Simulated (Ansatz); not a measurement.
**Structure optimisation: strontium, fcc**

The calculation used DFT, r2SCAN, plane waves (500 eV) with PAW, scalar-relativistic (Ansatz 0.2.0). The PAW files were generated under PBE, with cores re-solved for the functional.

k-point mesh 9×9×9, Fermi-Dirac smearing 0.1 eV, no spin polarisation. Cell and atoms relax.

Starting structure:

```yaml
crystal:
  lattice:
    - [0.00000, 3.04235, 3.04235]
    - [3.04235, 0.00000, 3.04235]
    - [3.04235, 3.04235, 0.00000]
  atoms:
    - { symbol: Sr, position: [0.00000, 0.00000, 0.00000] }
```

Problem. What cell does the relaxation end in?

Solution. Fm-3m with a = 6.104 Å; 56.86 Å³ per atom against 56.32 at the start (1.0 %).

Problem. How much energy does the relaxation gain?

Solution. 0.2 meV per atom.
